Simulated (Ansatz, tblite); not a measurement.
Spin states of the cluster BC₂, each relaxed with PBE0-D4/def2-TZVP in Ansatz. Electronic energies in the gas phase.

The xTB rows come from tblite. LC-ωPBE has ω = 0.4 bohr⁻¹. Correlated methods freeze 3 core orbitals. The structure comes from a short search, and lower isomers may exist.

Doublet geometry (C∞v within 0.1 Å):

Cartesian coordinates in Å:
```
B 1.124 0.513 -0.519
C -0.026 -0.015 0.011
C -1.097 -0.498 0.509
```

Quartet geometry (C∞v within 0.1 Å):

```
atom   x (Å)   y (Å)   z (Å)
  B1   0.515  -0.113   1.251
  C2  -0.025   0.006  -0.054
  C3  -0.490   0.107  -1.197
```

⟨S²⟩: doublet 0.79 at PBE0-D4/def2-TZVP (pure 0.75), quartet 3.81 at PBE0-D4/def2-TZVP (pure 3.75).

Run but left out: HF/STO-3G, HF/def2-TZVP, PBE-QIDH/def2-TZVP, MP2/def2-TZVP (doublet: ⟨S²⟩ 0.91 to 1.17, where a pure state has 0.75); HF/def2-TZVPP, MP2/def2-TZVPP, CCSD/def2-TZVPP, CCSD(T)/def2-TZVPP (flagged by the program: large difference).

Only these spin states were relaxed.

```tsv
level	quartet − doublet (kcal/mol)	lowest of these	remarks
GFN1-xTB	70.3	doublet	–
GFN2-xTB	58.4	doublet	–
PBE-D4/def2-TZVP	55.1	doublet	–
r2SCAN-D4/def2-TZVP	47.5	doublet	–
PBE0-D4/def2-TZVP	50.9	doublet	–
LC-ωPBE/def2-TZVP	45.9	doublet	spin-contaminated (⟨S²⟩ 0.84) (doublet)
B2PLYP/def2-TZVP	58.6	doublet	–
RPA@PBE/def2-TZVP	60.5	doublet	–
```

Change of the quartet − doublet gap on mixing in exact exchange, in kcal/mol: PBE to PBE0 (25 % exact exchange) -4.2.

The xTB methods have no spin-polarisation term.
